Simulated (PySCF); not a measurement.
**One elementary step**

Start structure (BNH3F, singlet), relaxed at PBE0-D4/def2-TZVP:

```
atom    x (Å)    y (Å)    z (Å)
  B1   0.4889   0.2775   0.3206
  H2   1.6452   0.0289   0.1414
  N3  -0.5167  -0.3652  -0.3911
  H4  -0.3226  -1.0633  -1.0854
  F5   0.1578   1.1995   1.2315
  H6  -1.4942  -0.1692  -0.2543
```

The step: BNH₃F ([NH2][BH][F]) → BNHF ([NH][B][F]) + H₂; bonds formed: H2–H4; bonds broken: B1–H2, N3–H4. PySCF 2.14 with density fitting (its default auxiliary sets; JK sets also for MP2 and CCSD(T)); basis: def2-TZVPP and def2-QZVPP; cores frozen in the correlated methods. Extrapolation: Hartree–Fock as exp(−7.88 √X), correlation as X^−2.97. Energies below are by CCSD(T) at an estimated basis limit (MP2 extrapolated from triple and quadruple zeta, plus CCSD(T) − MP2 in triple zeta).

Q: What are the electronic barrier and the energy of the step, from the start structure to the end structure? (To be estimated.)

A: By the calculation: Barrier 342.2 kJ/mol; step energy 217.0 kJ/mol (uphill); reverse barrier, their difference, 125.2 kJ/mol. Barrier and step energy count from the start structure, the reverse barrier from the end structure.

The saddle point: One imaginary mode of 1301i cm⁻¹.
```tsv
pair	start (Å)	saddle (Å)	end (Å)
H2–H4	2.56	0.94	0.75
B1–H2	1.20	1.43	3.17
N3–H4	1.00	1.46	3.32
```

Zero-point energy (harmonic, PBE0-D4): ZPE is 111.9 kJ/mol at the start and 88.6 kJ/mol at the saddle, so the barrier goes from 342.2 to 318.9 kJ/mol.

First-order rate constant out of the start structure at 298 K by transition-state theory, with harmonic vibrational free energies alone and no tunnelling: ΔA‡ = 315.8 kJ/mol, so k = (kB T/h) exp(−ΔA‡/kB T) ≈ 10^-43 s⁻¹ (an order of magnitude at best: rotation, the number of equivalent paths and anharmonicity are left out).

No T1 diagnostic of these runs exceeds 0.017.

Labels in which every atom is bracketed show which atoms are joined, not bond orders.

For scale, one of the runs: CCSD(T)/def2-TZVPP, 135 basis functions, launched by `OMP_NUM_THREADS=4 python run.py`. Hardware: 4 CPU threads of an Arm Neoverse V2, shared host. Wall time 73 s; peak host memory 0.74 GiB.
